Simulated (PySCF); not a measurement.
Simulated C 1s region for `C#CCC`, binding energy against the vacuum level.

Every computed line was given a Gaussian of 0.5 eV full width at half maximum and an area set by the number of equivalent atoms; the highest printed point is 100. Method: delta-SCF UKS SCAN, pcX-2 on the ionised atom, pcseg-1 elsewhere, spin-free X2C in PySCF 2.14.0.

binding energy (eV), intensity and a bar:
```
    289.3          0 
    289.4          1 
    289.5          3 #
    289.6          8 ##
    289.7         18 #####
    289.8         34 ##########
    289.9         49 ###############
    290.0         59 ##################
    290.1         59 ##################
    290.2         55 ################
    290.3         55 ################
    290.4         65 ###################
    290.5         82 #########################
    290.6         97 #############################
    290.7        100 ##############################
    290.8         89 ###########################
    290.9         68 ####################
    291.0         44 #############
    291.1         28 ########
    291.2         24 #######
    291.3         32 #########
    291.4         45 ##############
    291.5         56 #################
    291.6         56 #################
    291.7         45 ##############
    291.8         29 #########
    291.9         15 #####
    292.0          6 ##
    292.1          2 #
    292.2          1 
    292.3          0
```

Count the maxima, the lines and the sites behind this envelope.

The curve has 3 maxima (at 290.0, 290.7 and 291.5 eV). Under it lie 4 lines from 4 inequivalent carbon sites. At this width some lines have no maximum of their own.

Decompose the envelope and assign each component. Numbering: `[CH:1]#[C:2][CH2:3][CH3:4]`.

| position (eV) | relative area | line | atoms | environment |
| --- | --- | --- | --- | --- |
| 290.02 | 1 | C 1s | C1 | terminal alkyne carbon |
| 290.57 | 1 | C 1s | C2 | alkyne carbon |
| 290.79 | 1 | C 1s | C4 | methyl carbon |
| 291.55 | 1 | C 1s | C3 | propargylic carbon |

What are the centre and the root-mean-square width of the whole band?

The area-weighted mean of the lines is 290.73 eV. Their own spread about it is 0.55 eV (rms) and each Gaussian has σ = 0.5/2.355 = 0.21 eV; the variances add, which gives 0.59 eV.

Lowest listed C 1s: C1, bonded to C (triple bond) and H. Highest, 1.53 eV above it: C3, bonded to 2 C and 2 H. The widest gap between neighbouring values is 0.76 eV, between 290.79 and 291.55 eV. Summing the Pauling electronegativity differences to the bonded atoms, each weighted by its formal bond order, gives -0.35 for the lowest site and -0.70 for the highest; the largest sum, 0.00, belongs to C2, 0.98 eV below the top. The smallest sum, -1.05, belongs to C4, 0.77 eV above the lowest.

No satellites, vibrations or lifetime broadening are included. The unrestricted hole states depart most from a pure doublet (⟨S²⟩ = 0.75; over 0.85 named) for C 1s of C2 (0.85), which makes this value less certain. Isolated species at its GFN2-xTB geometry, gas phase.

Hardware: x86-64 server, one thread, shared host. Cost: 8.2 s of wall time.
